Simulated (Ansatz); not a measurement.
**K2BePd2: from a trial structure to a relaxed crystal**

Theory: DFT PBE, scalar-relativistic, plane waves, PAW in Ansatz.

K2BePd2 was placed on the ThCr2Si2 structure type (I4/mmm, No. 139), with Be in place of Th, Pd in place of Cr, K in place of Si, at a guessed volume.

Input of the last, converged step (default PAW datasets):

```yaml
crystal:
  lattice:
    - [-1.8526711996, 1.8526711996, 10.4067531714]
    - [1.8526711996, -1.8526711996, 10.4067531714]
    - [1.8526711996, 1.8526711996, -10.4067531714]
  atoms:
    - { symbol: K, position: [0.6174670486, 0.6174670486, 0.0] }
    - { symbol: K, position: [0.3825329514, 0.3825329514, 0.0] }
    - { symbol: Be, position: [0.0, 0.0, 0.0] }
    - { symbol: Pd, position: [0.25, 0.75, 0.5] }
    - { symbol: Pd, position: [0.75, 0.25, 0.5] }
basis:
  ecutwfc: 420
kpoints:
  mp_grid: { grid: [14, 14, 14] }
hamiltonian:
  xc: pbe
scf:
  occupations: { method: gaussian, width: 0.1 }
output:
  forces: true
  stress: true
  eigenvalues: true
relax:
  adjacent_minimum: "off"
  f_tol: 0.01
  max_steps: 80
  cell: { stress_tol: 0.05 }
```

Launched as:

```bash
ansatz run input.yaml --threads 1 --pin off --max-ram 2560MiB --backend cpu --events-out ev --progress --plain --runs-dir out
```

It took 54 s on 1 thread of AMD EPYC 9R45 96-Core Processor (Zen 5), with other jobs on the host, peak memory 1.1 GiB.

End of the output:

```
SCF converged after 6 iterations
Free energy (F): -17111.078045 eV
Harris-Foulkes:  -17111.078045 eV  (|F-HF|=2.18e-11)
Internal energy: -17111.060297 eV  (E = F + TS)
E sigma→0 (E₀):  -17111.069171 eV
Entropy (-TS):   -0.017748 eV (-3.550 meV/atom)
Fermi energy:    6.187412 eV
--- Per-component energies (eV) ---
  E_band       = -917.080904
  E_kinetic    = 1551.797846
  E_local      = -13284.123842  (includes V_loc(G=0)·N_el)
  E_nonlocal   = 467.512592
  E_hartree    = 5918.426241
  E_xc         = -622.164897
  E_vxc        = -766.653152  (∫ρ·V_xc dr)
  E_paw        = -9126.067492  (= ΣΔE_a)
  E_vpaw       = -722.467275  (= ΣTr[D̂ρ^β])
  E_aug_tail   = 0.000392  (compensation charges beyond the density's cutoff)
  E_ewald      = -2016.441137
  E_smearing   = -0.017748  (= −TS)
  E_closure    = 0.000000  (closes the sum)
  Σ components = -17111.078045   (vs F -17111.078045, Δ=0.00e0)
--- Forces (eV/Å), atoms counted from 1 ---
  atom   1  K      0.00000000     0.00000000     0.00253976
  atom   2  K      0.00000000     0.00000000    -0.00253976
  atom   3  Be     0.00000000     0.00000000     0.00000000
  atom   4  Pd     0.00000000     0.00000000     0.00000000
  atom   5  Pd     0.00000000     0.00000000     0.00000000
  max |Σ_I F_I| component: 8.67e-19 eV/Å
--- Stress (GPa, compression-positive) ---
        0.010586       0.000000       0.000000
        0.000000       0.010586       0.000000
        0.000000       0.000000      -0.024293
  P = ⅓ Tr σ = -0.0010 GPa (-0.010 kbar)
--- Relaxed structure (2 steps of the walk, 2 accepted, 1 SCFs on fresh bases) ---
  F+E_penalty+E_count = -17111.07804488 eV   max|allowed force component| = 2.540e-3 eV/Å   (the final SCF, on the basis selected at the relaxed cell)
  cell:  # Å, volume = 143.0074 Å³
    - [-1.853763, 1.853763, 10.403751]
    - [1.853763, -1.853763, 10.403751]
    - [1.853763, 1.853763, -10.403751]
  atoms:
    - { symbol: K, position: [0.617588, 0.617588, 0.000000] }
    - { symbol: K, position: [0.382412, 0.382412, 0.000000] }
    - { symbol: Be, position: [0.000000, 0.000000, 0.000000] }
    - { symbol: Pd, position: [0.250000, 0.75, 0.500000] }
    - { symbol: Pd, position: [0.75, 0.250000, 0.500000] }
```

Absolute energies hang on the potentials; compare differences alone.

The result has space group I4/mmm (No. 139). Around K lie 4 Pd at 3.32 Å, 4 Be at 3.59 Å and 4 K at 3.71 Å; around Be lie 8 K at 3.59 Å and 4 Be at 3.71 Å; Pd is coordinated by 4 Pd at 2.62 Å.

Against the elements it lies at 0.59 eV/atom. The zero of energy is the elements' standard structures at the same level; no fitted shifts are applied.

The k mesh leaves about 4 meV/atom of noise in metals.

A structure relaxed within its symmetry needn't be a true minimum.